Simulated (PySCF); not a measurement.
## AlN from Hartree–Fock to correlated methods

State: ³Π (triplet), unpaired electrons σ ↑, π ↑. Set-up: basis Al def2-TZVPP, N def2-TZVPP; no relativity; PySCF 2.14. De refers to Al + N in their high-spin ground configurations, without counterpoise correction. The functionals are run spin-unrestricted. A positive dipole means Al(−)N(+).

```tsv
Level	Re (Å)	ωe (cm⁻¹)	De (eV)	μ (D)	CPU s a point (SCF and correlation, without the integrals)
ROHF	1.819	718	0.54	-1.46	0.44
ROHF-MP2	1.820	721	2.03	n/a	0.77
ROHF-SCS-MP2	1.820	721	2.07	n/a	n/a
ROHF-CCSD	1.805	740	2.08	n/a	n/a
ROHF-CCSD(T)	1.806	738	2.26	n/a	13
PBE	1.793	755	3.08	-2.77	1.1
revPBE	1.801	741	2.86	-2.72	0.71
r²SCAN	1.784	768	2.70	-2.72	1.8
TPSSh	1.792	749	2.70	-2.59	2.1
B3LYP	1.792	743	2.76	-2.74	1.6
PBE0	1.789	750	2.60	-2.63	1.8
HSE06	1.789	746	2.60	-2.63	1.5
MN15	1.792	733	2.87	-2.74	2.1
```

The bond length runs from 1.784 Å (r²SCAN) to 1.820 Å (ROHF-SCS-MP2). De spans 0.54 eV (ROHF, mean field) to 3.08 eV (PBE, GGA). Correlation at CCSD(T) changes the Hartree–Fock bond energy by +1.72 eV; the triples alone change it by +0.18 eV.

Correlated steps freeze 6 core orbitals. The CCSD T1 diagnostic is raised, a sign that a single reference may not be enough here. The state was picked by a PBE0 search and need not be the measured ground state.

The whole job (state search and all levels along the bond) took about 5.9 min on 1 thread of Arm Neoverse V1 (shared host), peak memory 1.7 GiB.
